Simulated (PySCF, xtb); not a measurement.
Homolysis of single bonds, series NC-X. Isolated molecules, 0 K electronic values unless said otherwise. Strings in code marks are SMILES.

Quantity: homolytic bond dissociation enthalpy at 298 K (no spin–orbit term), in kJ/mol. Thermal and zero-point terms are GFN2-xTB rigid-rotor harmonic values (xtb).

Level 1: B3LYP/6-311+G** // PBE-D3(BJ)/def2-TZVP (PySCF)
Level 2: B3LYP/6-31G* // PBE-D3(BJ)/def2-TZVP (PySCF)
Level 3: PBE/6-31G* // PBE-D3(BJ)/def2-TZVP (PySCF)
Level 4: SVWN5/6-31G* // PBE-D3(BJ)/def2-TZVP (PySCF)

```json
[
 {"species": "C–C bond of `CCC#N`, giving `[CH2]C#N` and `[CH3]`", "level 1": "___", "level 2": "329.2", "level 3": "347.3", "level 4": "420.8"},
 {"species": "C–O bond of `N#CO`, giving `[C]#N` and `[OH]`", "level 1": "___", "level 2": "503.5", "level 3": "___", "level 4": "630.2"},
 {"species": "C–C bond of `CC(C)C#N`, giving `C[CH]C` and `[C]#N`", "level 1": "484.9", "level 2": "491.4", "level 3": "494.0", "level 4": "568.9"}
]
```

### Question
Complete the blanks.

### Answer

- C–C bond of `CCC#N`, giving `[CH2]C#N` and `[CH3]`, level 1: 315.1
- C–O bond of `N#CO`, giving `[C]#N` and `[OH]`, level 1: 491.6
- C–O bond of `N#CO`, giving `[C]#N` and `[OH]`, level 3: 528.0
